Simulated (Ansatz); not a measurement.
**BSiH2F (SMILES B[Si]F) at 6 levels**

We compute a comparison of 6 runs (U-r2SCAN/STO-3G, U-wB97M-V/STO-3G, UB2PLYP/STO-3G, UCAM-B3LYP/STO-3G, RPA@PBE/STO-3G, UCCSD/STO-3G) of BSiH2F. 

The results are computed with Ansatz 0.2.0.

63 further runs of the same task are left out: 3 that didn't finish, 60 set aside as unsound or not needed.

### Step 1. The system as given

The species is BSiH2F (5 atoms), meant as a triplet with charge 0. SMILES: `B[Si]F`. The H4–B1 distance was set to 2.342 Å, away from the relaxed value. At this shape a bond of the SMILES string is far longer than usual.

Bond lengths: B1–Si2 1.877 Å, Si2–F3 1.654 Å, B1–H5 1.174 Å. Angles: B1–Si2–F3 118.5°, Si2–B1–H5 119.8°.

### Step 2. A single-point energy at U-r2SCAN/STO-3G (run 1)

File input.yaml:

```yaml
crystal:
  periodic: [false, false, false]
  atoms:
    - {symbol: B, position_ang: [0.470246, -0.295675, 0.469411]}
    - {symbol: Si, position_ang: [-0.654724, -1.788845, 0.299881]}
    - {symbol: F, position_ang: [-0.284574, -3.157505, 1.152491]}
    - {symbol: H, position_ang: [-0.000350, 1.667090, -0.717680]}
    - {symbol: H, position_ang: [1.410586, -0.350565, 1.170061]}
basis:
  gaussian:
    orbitals: STO-3G
accuracy: high
hamiltonian:
  xc: {name: r2SCAN}
magnetization:
  spin_polarized: true
  initial_magnetization: 2
```

Launch:

```sh
ansatz run input.yaml --threads 1 --pin off --max-ram 2610MiB --events-out events.jsonl --progress --plain --runs-dir runs
```

Log:

```text
Warning: RAYON_NUM_THREADS=1 ignored (pool sized by the plan → 1); use --threads N
Functional definition: r2SCAN
  name "r2SCAN"
  parameter k0 = 0.174
  parameter k1 = 0.065
  parameter a1 = 4.9479
  exchange = r2scan_x(k0 = k0, k1 = k1, a1 = a1)
  correlation = r2scan_c
378 factors; integrals over basis functions are off by at most 1.4e-8 eV
mean field evaluation 1: about -11151.1218 eV, gradient 1.4e1 eV
mean field evaluation 2: about -11138.9140 eV, gradient 2.3e1 eV
mean field evaluation 4: about -11153.2915 eV, gradient 8.6e0 eV
mean field evaluation 8: about -11154.4791 eV, gradient 1.2e0 eV
mean field evaluation 16: about -11154.5194 eV, gradient 2.8e-4 eV
mean field evaluation 32: about -11154.0006 eV, gradient 3.5e0 eV
mean field evaluation 64: about -11154.5194 eV, gradient 1.3e-2 eV
mean field -11154.51935610 eV, -409.9210255319 hartree, gradient 1.5e-8 eV, S^2 2.628465; 3 other end points of the search recorded, 0 dependent functions left out
reference -11154.51935702 eV, -409.9210255656 hartree; 16, 14 occupied and 5, 7 virtual orbitals, 378 factors
Total energy: -11154.51935702 eV, -409.9210255656 hartree
```

It took 14 s on 1 thread of Arm Neoverse V1, shared host; peak memory 0.24 GiB.

### Step 3. A single-point energy at U-wB97M-V/STO-3G (run 2)

File molecule.yaml:

```yaml
crystal:
  periodic: [false, false, false]
  atoms:
    - {symbol: B, position_ang: [0.470246, -0.295675, 0.469411]}
    - {symbol: Si, position_ang: [-0.654724, -1.788845, 0.299881]}
    - {symbol: F, position_ang: [-0.284574, -3.157505, 1.152491]}
    - {symbol: H, position_ang: [-0.000350, 1.667090, -0.717680]}
    - {symbol: H, position_ang: [1.410586, -0.350565, 1.170061]}
basis:
  gaussian:
    orbitals: STO-3G
magnetization:
  spin_polarized: true
  initial_magnetization: 2
hamiltonian:
  xc: {name: wB97M-V}
accuracy: high
```

Launch:

```sh
ansatz run molecule.yaml --threads 1 --pin off --max-ram 2610MiB --events-out events.jsonl --progress --plain --runs-dir runs
```

Log (excerpt; [...] marks lines left out):

```text
Warning: RAYON_NUM_THREADS=1 ignored (pool sized by the plan → 1); use --threads N
Functional definition: wB97M-V
  name "wB97M-V"
[...]
  gx(w, u) = 1 - cx + cx01*u + cx10*w
  gss(w, u) = css00 + css04*u^4 + css10*w + css20*w^2 + css43*w^4*u^3
  gos(w, u) = cos00 + cos10*w + (cos20 + cos21*u)*w^2 + (cos60 + cos61*u)*w^6
[...]
      + integral(e_c_pw_mod_opposite_spin*gos(b97_w_opposite, b97_u_opposite)) + vv10(b, c)
378 factors; integrals over basis functions are off by at most 1.4e-8 eV
160 factors; integrals over basis functions are off by at most 1.1e-9 eV
[...]
mean field -11155.98543113 eV, -409.9749027956 hartree, gradient 1.7e-8 eV, S^2 2.552925; 2 other end points of the search recorded, 0 dependent functions left out
reference -11155.98543364 eV, -409.9749028878 hartree; 16, 14 occupied and 5, 7 virtual orbitals, 378 factors
Total energy: -11155.98543364 eV, -409.9749028878 hartree
```

Wall time 76 s (1 thread of Arm Neoverse V1, shared host); peak memory 0.52 GiB.

### Step 4. A single-point energy at UB2PLYP/STO-3G (run 3)

File in.yaml:

```yaml
crystal:
  periodic: [false, false, false]
  atoms:
    - {symbol: B, position_ang: [0.470246, -0.295675, 0.469411]}
    - {symbol: Si, position_ang: [-0.654724, -1.788845, 0.299881]}
    - {symbol: F, position_ang: [-0.284574, -3.157505, 1.152491]}
    - {symbol: H, position_ang: [-0.000350, 1.667090, -0.717680]}
    - {symbol: H, position_ang: [1.410586, -0.350565, 1.170061]}
basis:
  gaussian:
    orbitals: STO-3G
magnetization:
  spin_polarized: true
  initial_magnetization: 2
hamiltonian:
  xc: {name: B2PLYP}
correlation:
  frozen_orbitals: {B: 1, F: 1, H: 0, Si: 5}
accuracy: high
```

Launch:

```sh
ansatz run in.yaml --threads 1 --pin off --max-ram 2610MiB --events-out events.jsonl --progress --plain --runs-dir runs
```

Log (excerpt; [...] marks lines left out):

```text
Warning: RAYON_NUM_THREADS=1 ignored (pool sized by the plan → 1); use --threads N
Functional definition: B2PLYP
  name "B2PLYP"
[...]
378 factors; integrals over basis functions are off by at most 1.4e-8 eV
[...]
mean field -11146.86464173 eV, -409.6397199673 hartree, gradient 2.0e-8 eV, S^2 2.735783; 5 other end points of the search recorded, 0 dependent functions left out
7 core orbitals not correlated: weight in the atoms' cores, before any rotation towards them, 1.000 or more for the frozen orbitals, at most 0.000 for the correlated occupied ones
reference -11146.86465970 eV, -409.6397206277 hartree; 9, 7 occupied and 5, 7 virtual orbitals, 378 factors
second order -3.10713320 eV of doubles, -0.00000000 eV of singles
Total energy: -11147.70358566 eV, -409.6705505882 hartree
```

Run time: 7.8 s. Hardware: 1 thread of Arm Neoverse V1, shared host; peak memory 0.13 GiB.

Runs 4 to 5 aren't shown in full; the table further down has their settings and results.

### Step 5. A single-point energy at UCCSD/STO-3G (run 6)

File job.yaml:

```yaml
basis:
  gaussian: {orbitals: STO-3G}
crystal:
  periodic: [false, false, false]
  atoms:
    - symbol: B
      position_ang: [0.470246, -0.295675, 0.469411]
    - symbol: Si
      position_ang: [-0.654724, -1.788845, 0.299881]
    - symbol: F
      position_ang: [-0.284574, -3.157505, 1.152491]
    - symbol: H
      position_ang: [-0.000350, 1.667090, -0.717680]
    - symbol: H
      position_ang: [1.410586, -0.350565, 1.170061]
magnetization: {spin_polarized: true, initial_magnetization: 2}
correlation: {method: ccsd, frozen_orbitals: {B: 1, F: 1, H: 0, Si: 5}}
accuracy: high
scf: {omitted_lower_state_checks: [cluster_reference, increment]}
```

Launch:

```sh
ansatz run job.yaml --threads 1 --pin off --max-ram 2610MiB --events-out events.jsonl --progress --plain --runs-dir runs
```

Log:

```text
Warning: RAYON_NUM_THREADS=1 ignored (pool sized by the plan → 1); use --threads N
[... 15 lines left out ...]
7 core orbitals not correlated: weight in the atoms' cores, before any rotation towards them, 1.000 or more for the frozen orbitals, at most 0.000 for the correlated occupied ones
[... 56 lines left out ...]
Total energy: -11129.83780684 eV, -409.0139953265 hartree
Checks for a lower state left out: cluster_reference, increment
```

Run time: 0.73 s. Hardware: 1 thread of Arm Neoverse V1, shared host.

### Step 6. Overview of the runs

```csv
run,level,frozen core orbitals,energy (Eh),⟨S²⟩,wall time
1,U-r2SCAN/STO-3G,–,-409.921026,2.628,14 s
2,U-wB97M-V/STO-3G,–,-409.974903,2.553,76 s
3,UB2PLYP/STO-3G,7,-409.670551,2.736,7.8 s
4,UCAM-B3LYP/STO-3G,–,-409.883727,2.611,6.6 s
5,RPA@PBE/STO-3G,7,-409.075837,2.388,4.8 s
6,UCCSD/STO-3G,7,-409.013995,2.870,0.73 s
```

### Step 7. Results

```
                                          quantity          value
                               run 6: total energy  -409.01400 Eh
run 6: correlation energy (7 core orbitals frozen)     -105.6 mEh
          run 6: ⟨S²⟩ of the reference determinant          2.870
                              run 6: T1 diagnostic          0.052
```

Totals of different functionals can't be ranked against each other. In runs 1, 2, 3, 4, 5, 6 the basis is minimal, so the values are rough. Spin contamination of the reference: run 6 ⟨S²⟩ = 2.87, run 3 ⟨S²⟩ = 2.74, run 1 ⟨S²⟩ = 2.63, run 4 ⟨S²⟩ = 2.61, run 2 ⟨S²⟩ = 2.55, run 5 ⟨S²⟩ = 2.39. Where it is this large, the reference is a mixture of spin states, and values that rest on it are in doubt. All runs together took 1.8 min, the longest 76 s.
